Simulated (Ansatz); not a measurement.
Rutile SnO2, treated with r²SCAN+SOC (PAW; Ansatz, a first-principles code).

Run with plane-wave cutoff 600 eV, 6×6×8 k mesh (along the axes of the cell as run), PAW data made under PBE.

Computed at the level's own relaxed cell.

Hill averages of the elastic tensor: K = 207.3 GPa, G = 98.2 GPa. Volume 12.083 Å³/atom, mean atomic mass 50.236 u.

Problem. Work out the density, the sound velocities of a polycrystal and the elastic Debye temperature at this level.

Solution. ρ = 1.66054 × 50.236/12.083 = 6.904 g/cm³. v_l = √[(K + 4G/3)/ρ] = 6.999 km/s and v_t = √(G/ρ) = 3.771 km/s. The mean follows from 3/v_m³ = 1/v_l³ + 2/v_t³: v_m = 4.210 km/s. Θ_D = (ħ/k_B) v_m (6π²/V)^(1/3) = 76.38 K Å s/km × 4.210 × 1.6986 Å⁻¹ = 546 K, counting all atoms of the cell.

Measured, for comparison: Voigt–Reuss–Hill shear modulus 102 GPa (temperature not stated, not corrected to a static lattice, Hill average of measured single-crystal constants; as tabulated in Oses et al. (2018), arXiv:1811.08464). Computed (rounded) less measured: Voigt–Reuss–Hill shear modulus -4 %.
